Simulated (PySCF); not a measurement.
PySCF job for formic acid cation (CH2O2), SMILES O=CO (connectivity only; charge and spin as stated), charge +1, multiplicity 2, B3LYP/pcH-1. Geometry: B3LYP-D3(BJ)/def2-TZVP. The multiplicity is an assumed one; other spin states were not compared. Other conformers were not sampled.

```python
import numpy as np
from pyscf import gto, scf, dft
from pyscf.prop.hfc import uks as hfc
from pyscf.prop.gtensor import uks as gtensor

mol = gto.M(
    atom='''
    O     0.08209369    1.09025846    0.00000000
    C    -0.39659018   -0.08622602    0.00000000
    O     0.26925303   -1.14432661    0.00000000
    H     1.06322701    1.15858263    0.00000000
    H    -1.49445964   -0.20868134    0.00000000
    ''',
    basis='pcH-1',
    charge=1,
    spin=1,
    max_memory=1600,
    verbose=3,
)
mf = dft.UKS(mol, xc='b3lyp')
mf.grids.level = 3
mf.conv_tol = 1e-10
mf.max_cycle = 100
mf.kernel()
fine, coarse = mf.grids, dft.Grids(mol).set(level=1).build(with_non0tab=True)
for _ in range(3):  # follow internal instabilities
    mf.grids = coarse
    mo, _, stable, _ = mf.stability(return_status=True, nroots=4)
    mf.grids = fine
    if stable:
        break
    mf.kernel(mf.make_rdm1(mo, mf.mo_occ))
A = hfc.HFC(mf).make_fcdip(mf.make_rdm1())  # Fermi contact and dipolar terms, MHz
print('atom   A(iso)/MHz   principal dipolar parts/MHz')
for i, a in enumerate(A):
    w = np.linalg.eigvalsh((a + a.T) / 2)
    print(f'{mol.atom_symbol(i):2s}{i + 1:3d} {w.mean():12.2f}', (w - w.mean()).round(2))
gt = gtensor.GTensor(mf)
gt.dia_soc2e, gt.para_soc2e, gt.so_eff_charge = None, None, True
gt.max_cycle_cphf = 60
g = gt.kernel()
```

It prints:

```

WARN: HOMO -0.3764508226316 >= LUMO -0.376450822631597

converged SCF energy = -189.365514718427  <S^2> = 0.75470596  2S+1 = 2.0047004
<class 'pyscf.dft.uks.UKS'> wavefunction is stable in the internal stability analysis
atom   A(iso)/MHz   principal dipolar parts/MHz
O   1        -2.64 [-28.17  10.76  17.41]
C   2       -43.42 [-12.88  -1.05  13.93]
O   3       -50.83 [-280.59  131.31  149.28]
H   4        -4.93 [-9.59 -0.83 10.42]
H   5       184.70 [-10.54  -2.73  13.27]
SOC(1e)/OZ [0.0004987  0.01122394 0.00614994]
free electron g 2.00231930436182
g-tensor total [2.00246215 2.01349595 2.00828321]
g-shift (ppt) [ 0.14285028 11.17664428  5.96390953]
```

Self-consistency was reached.

Cost: very roughly 40 core-seconds.
